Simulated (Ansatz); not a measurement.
H3NO: structure from calculated spectroscopic constants

These gas-phase data were calculated for one isomer of H3NO at B3LYP/6-31G* (harmonic, unscaled wavenumbers; equilibrium rotational constants with average atomic masses):

* rotational constants: 183.9, 27.36, 27.36 GHz
* all wavenumbers above 1500 cm⁻¹: 3082, 3032, 3032, 1680, 1680, 1625

Candidates:

(1) `[NH3+][O-]`, a singlet
(2) `NO`, a singlet

Problem. Assign the data to one candidate and say why.

Solution. Candidate (1). No mode falls between 3300 and 4000 cm⁻¹, where the O–H stretch of (2) would stand.

The same quantities for all candidates:

```tsv
	rotational constants (GHz)	wavenumbers above 1500 cm⁻¹	E above the lowest, B3LYP/6-31G* (kcal/mol)
(1)	183.9, 27.36, 27.36	3082, 3032, 3032, 1680, 1680, 1625	27.7
(2)	189.3, 25.3, 25.28	3739, 3503, 3413, 1707	0.0
```

Harmonic stretches to hydrogen usually lie a few per cent above observed fundamentals. Each candidate is one conformer. Programs: Ansatz 0.2.0.
